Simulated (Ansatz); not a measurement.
# Litharge SnO

Method: r²SCAN-D4 in Ansatz (PAW).

Cell: relaxed at this level.

```json
{
 "interlayer_binding_energy": "26.0 meV/Å²",
 "layer_repeat_distance": "4.810 Å",
 "gap_between_the_layers": "2.519 Å"
}
```

Spin–orbit coupling is not included.

Computed values are for the static lattice.

Ansatz is a quantum-chemistry and plane-wave program.
